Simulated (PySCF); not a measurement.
# Ionisation energy of Be by level of theory

Be [He] 2s2 (1S) → Be+ [He] 2s1 (2S), as a difference of total energies. All numbers are calculated (PySCF 2.14, the spin-free X2C one-electron Hamiltonian (Gaussian nucleus), in aug-cc-pVDZ-DK (4s3p2d, 23 functions)). Correlated levels: valence: 1s2 frozen. The calculations carry no spin-orbit coupling.

| method | ionisation energy (eV) | error (eV) |
| --- | --- | --- |
| UHF | 8.076 | -1.247 |
| LDA | 9.055 | -0.268 |
| PBE | 9.041 | -0.282 |
| PBE0 | 9.013 | -0.310 |
| r2SCAN | 8.828 | -0.495 |
| PBEsol | 8.925 | -0.398 |
| wB97M-V | 9.091 | -0.232 |
| BLYP | 9.027 | -0.296 |
| B3LYP | 9.159 | -0.164 |
| MP2 (valence) | 8.777 | -0.546 |
| SCS-MP2 (valence) | 8.917 | -0.406 |

Reference: 9.323 eV (measured; NIST Atomic Spectra Database, ionization energies).

Errors of the correlated levels include the incompleteness of this basis and the frozen core.

MP2 underrates the near-degeneracy of ns² with np² in the lower species.
